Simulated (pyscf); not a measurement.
O=B–OH + NH₃ -> H₂N–B(OH)–OH, an addition across a multiple bond or ene-type step (singlet surface; H–N broken, B–N, H–O formed). Single points on ωB97X-D3(BJ)/def2-SVP structures (PySCF, gas phase). Correlated levels are frozen-core, on RHF or UHF. ΔMP2 is the change of the MP2 total energy from the triple- to the quadruple-zeta basis. Energies in kcal/mol from the separated reactants.

Small-basis levels: PySCF, no dispersion term, spherical d functions. AM1 to PM7: differences of heats of formation from MOPAC, which are fitted to 298 K values and so differ in kind from electronic energies by zero-point and thermal terms. Cost: rough CPU time at the saddle relative to B3LYP/6-31G*, from one job on a shared machine.

```
level                             barrier  reaction energy        cost
--------------------------------  -------  ---------------  ----------
HF/3-21G                              3.9            -62.1        0.07
MP2/6-31G*                            8.7            -40.6         0.1
B3LYP/3-21G                          -8.4            -54.2         0.8
B3LYP/6-31G*                          6.6            -41.4           1
B3LYP/def2-SVP                        3.9            -45.5           1
PM6                                   4.8            -40.8  under 0.02
PM7                                  19.9            -36.3  under 0.02
CCSD(T)/def2-TZVPP + ΔMP2(QZVPP)      6.9            -45.3           –
```

Against the last row the barrier runs from -15.3 (B3LYP/3-21G) to +13.0 kcal/mol (PM7); B3LYP/6-31G* happens to lie closest here (0.3 kcal/mol apart). At B3LYP/3-21G this geometry lies under one side, so the entry may be no barrier of that level: it is a single point on another level's saddle. CCSD(T)/def2-TZVPP + ΔMP2(QZVPP) has limits of its own. On the reactant side the descent ends in an adduct with a B–N contact, 8.5 kcal/mol under the separated species and 13.4 kcal/mol under the saddle at ωB97X-D3(BJ)/def2-TZVP. On the product side the descent ends in a point that may be a rotor saddle (no frequency run), 3.3 kcal/mol over the lowest minimum found and 48.3 kcal/mol under the saddle at ωB97X-D3(BJ)/def2-TZVP. What is counted as formed (B–N) is already present as a longer contact in the reactant adduct; forming that adduct is a step of its own. This is the saddle that the search found; another between the same sides may lie lower. The CCSD(T) − MP2 part came from Ansatz, without density fitting, on the same reference.
